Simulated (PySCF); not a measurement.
## NaS: input and log

State: ²Π (doublet), unpaired electrons π ↑.

An equivalent input (the run itself took its basis sets from the Basis Set Exchange, started from a PBE0 density and held the occupation σ 8α 8β, πx 3α 2β, πy 3α 3β):

```python
from pyscf import gto, scf, cc
mol = gto.M(atom='Na 0 0 0; S 0 0 2.488', basis={'Na': 'def2-TZVPP', 'S': 'def2-TZVPP'},
            charge=0, spin=1, verbose=4, symmetry='C2v')
mf = scf.UHF(mol)
mf.irrep_nelec = {'A1': (8, 8), 'B1': (3, 2), 'B2': (3, 3)}
mf.conv_tol = 1e-9
mf.max_cycle = 60
mf.diis_space = 10
mf.kernel()
mycc = cc.CCSD(mf, frozen=[[0, 1, 2, 3, 4, 5], [0, 1, 2, 3, 4, 5]])
mycc.run(conv_tol=1e-7, conv_tol_normt=1e-5, max_cycle=80, diis_space=8)
et = mycc.ccsd_t()
```

The SCF ended at -559.40812864 hartree. The coupled-cluster part of the log:

```
******** <class 'pyscf.cc.uccsd.UCCSD'> ********
CC2 = 0
CCSD nocc = (8, 7), nmo = (68, 68)
frozen orbitals [[0, 1, 2, 3, 4, 5], [0, 1, 2, 3, 4, 5]]
max_cycle = 80
direct = 0
conv_tol = 1e-07
conv_tol_normt = 1e-05
diis_space = 8
diis_start_cycle = 0
diis_start_energy_diff = 1e+09
Init t2, MP2 energy = -0.314583033383835
Init E_corr(UCCSD) = -0.314583033386944
cycle = 1  E_corr(UCCSD) = -0.333457347965015  dE = -0.0188743146  norm(t1,t2) = 0.0536698
cycle = 2  E_corr(UCCSD) = -0.338899029171716  dE = -0.00544168121  norm(t1,t2) = 0.0170098
cycle = 3  E_corr(UCCSD) = -0.340126199869657  dE = -0.0012271707  norm(t1,t2) = 0.00902621
cycle = 4  E_corr(UCCSD) = -0.340819038835711  dE = -0.000692838966  norm(t1,t2) = 0.00423371
cycle = 5  E_corr(UCCSD) = -0.340770476792225  dE = 4.85620435e-05  norm(t1,t2) = 0.00191757
cycle = 6  E_corr(UCCSD) = -0.340708551481671  dE = 6.19253106e-05  norm(t1,t2) = 0.000901161
cycle = 7  E_corr(UCCSD) = -0.340715153422606  dE = -6.60194093e-06  norm(t1,t2) = 0.000331794
cycle = 8  E_corr(UCCSD) = -0.340724905064581  dE = -9.75164198e-06  norm(t1,t2) = 0.000141728
cycle = 9  E_corr(UCCSD) = -0.34072418760591  dE = 7.17458672e-07  norm(t1,t2) = 6.12203e-05
cycle = 10  E_corr(UCCSD) = -0.340723353023843  dE = 8.34582066e-07  norm(t1,t2) = 2.90799e-05
cycle = 11  E_corr(UCCSD) = -0.340723590194351  dE = -2.37170508e-07  norm(t1,t2) = 1.34968e-05
cycle = 12  E_corr(UCCSD) = -0.340723540988361  dE = 4.92059905e-08  norm(t1,t2) = 6.16417e-06
UCCSD converged
E(UCCSD) = -559.7488521788378  E_corr = -0.3407235409883606
UCCSD(T) correction = -0.0092568064035708
```

T1 diagnostic 0.010, D1 0.029, 15 electrons correlated.

Repeating this along the bond gives Re = 2.487 Å and ωe = 331 cm⁻¹.

A point of this curve took 36 CPU seconds beside 0.16 for the integrals (shared host).

Correlated steps freeze 6 core orbitals. The state was picked by a PBE0 search and need not be the measured ground state.
